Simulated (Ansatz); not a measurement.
Reaction (SMILES): C1C=C1 → 3 C atom + 4 H atom
B3LYP-D3(BJ)/def2-TZVP geometries, fixed; electronic energies without zero-point terms.

How fast the atomisation energy converges with the basis for several methods (Ansatz, a program for electronic structure): deviation from each method's own reference, in kcal/mol. References: B2PLYP 679.39 kcal/mol, the value in def2-QZVPPD; CCSD(T) 679.01 kcal/mol, Hartree-Fock in cc-pVQZ plus the correlation part extrapolated as X^-3 from cc-pVTZ and cc-pVQZ; HF 497.83 kcal/mol, the value in def2-QZVPPD; MP2 692.85 kcal/mol, Hartree-Fock in cc-pVQZ plus the correlation part extrapolated as X^-3 from cc-pVTZ and cc-pVQZ; PBE 701.39 kcal/mol, the value in def2-QZVPPD; PBE0 688.87 kcal/mol, the value in def2-QZVPPD. All functions are spherical. In correlated methods cores are frozen. Open shells are unrestricted. No added dispersion term, no relativity. 

```csv
basis,functions,B2PLYP,CCSD(T),HF,MP2,PBE,PBE0
3-21G,35,-46.56,-95.16,-37.85,-108.78,-14.02,-20.76
pcseg-1,62,-16.48,-38.56,-3.93,-42.02,-7.35,-6.64
aug-pcseg-1,105,-15.03,-37.40,-1.99,-38.59,-7.05,-5.41
def2-TZVP,117,-5.88,-22.09,-1.43,-23.27,-0.48,-0.85
pcseg-2,146,-1.84,-12.00,0.95,-13.41,0.36,0.35
def2-QZVPP,291,-0.01,-6.12,0.03,-6.36,0.03,0.02
pcseg-3,312,0.91,-4.51,1.38,-4.30,0.38,0.53
def2-QZVPPD,321,0.00,-6.05,0.00,-6.24,0.00,0.00
```

Mean absolute deviation over def2-TZVP, pcseg-2: PBE 0.42, PBE0 0.60, HF 1.19, B2PLYP 3.86, CCSD(T) 17.05, MP2 18.34 kcal/mol.
